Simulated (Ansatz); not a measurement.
**Relaxing Zr₂PdC₂**

Computed with DFT PBE, scalar-relativistic, plane waves, PAW (Ansatz 0.2.0). Cutoff 420 eV, Γ-centred k mesh, Gaussian smearing, no spin polarisation in the final step.

The start puts Zr₂PdC₂ on the sites of a reported LiCu2P2 cell (I4/mmm, No. 139), with Pd in place of Li, Zr in place of Cu, C in place of P, at a guessed volume.

```xyz
5
Lattice="-1.8404 1.8404 4.5218 1.8404 -1.8404 4.5218 1.8404 1.8404 -4.5218" Properties=species:S:1:pos:R:3 pbc="T T T"
Zr    0.0000    1.8404    2.2609
Zr    1.8404    0.0000    2.2609
Pd    0.0000    0.0000    0.0000
C     0.0000    0.0000    3.5089
C     0.0000    0.0000    5.5347
```

Steps on the 6×6×6 mesh (5 atoms). 10 of 14 steps are shown, and the free energy counts from the last. Trial steps that were taken back and renewals of the plane-wave basis can be among the rows.

```tsv
step	ΔF (meV/atom)	V (Å³/atom)	P (GPa)	largest force component (eV/Å)
1	939.6	12.25	40.18	2.183
2	631.7	13.54	13.93	1.287
3	376.5	13.94	4.33	2.536
5	280.4	13.80	17.29	13.098
6	79.5	14.06	1.35	0.865
7	49.7	14.09	1.15	0.230
8	38.1	14.08	0.54	0.737
9	34.0	14.02	0.10	0.122
12	0.3	14.20	-0.03	0.041
14	0.0	14.19	0.13	0.007
```

A final relaxation ran on a 12×12×12 mesh. The relaxed crystal, I4/mmm (No. 139):

```cif
data_structure
_symmetry_space_group_name_H-M 'I4/mmm'
_symmetry_Int_Tables_number 139
_cell_length_a 4.4117
_cell_length_b 4.4117
_cell_length_c 7.2935
_cell_angle_alpha 90.000
_cell_angle_beta 90.000
_cell_angle_gamma 90.000
_cell_volume 141.96
loop_
_atom_site_label
_atom_site_type_symbol
_atom_site_symmetry_multiplicity
_atom_site_Wyckoff_symbol
_atom_site_fract_x
_atom_site_fract_y
_atom_site_fract_z
_atom_site_occupancy
Zr1 Zr 4 d 0.00000 0.50000 0.25000 1
Pd1 Pd 2 a 0.00000 0.00000 0.00000 1
C1 C 4 e 0.00000 0.00000 0.40154 1
```

```
Volume per atom          : 14.20 Å³
Density                  : 7.32 g/cm³
Energy over the elements : 0.14 eV/atom
Gap on the 12×12×12 mesh : 0 eV (a metal)
```

Formation energies are uncorrected and refer to the elements' standard structures at the same level.

The final run used a 12×12×12 mesh on its 5-atom cell and 0.10 eV smearing. For metals, differences of a few meV/atom aren't resolved.

A structure relaxed within its symmetry needn't be a true minimum.

Cost: 3 runs of about 3.3 core-minutes in all, on Arm Neoverse V1 (shared hosts).